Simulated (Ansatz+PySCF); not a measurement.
A calculation with Ansatz (development build ahead of 0.2.0).

```yaml
crystal:
  periodic: [false, false, false]
  atoms:
    - { symbol: Al, position_ang: [0.0, 0.0, -0.11912] }
    - { symbol: H, position_ang: [0.0, 0.0, 1.54855] }
basis:
  gaussian: { orbitals: def2-SVP }
magnetization:
  spin_polarized: true
hamiltonian:
  xc: { name: wB97X }
```

The input is written out in the form of the current development build from the run's settings.

Results

```yaml
Converged: yes
Total_energy: -242.88243 hartree
Spin_squared_of_the_determinant: 0.000
Stability_test: minimum
Occupied_orbitals_by_symmetry_in_an_Abelian_subgroup_alpha;_beta: 5 A1 1 B1 1 B2; 5 A1 1 B1 1 B2
```
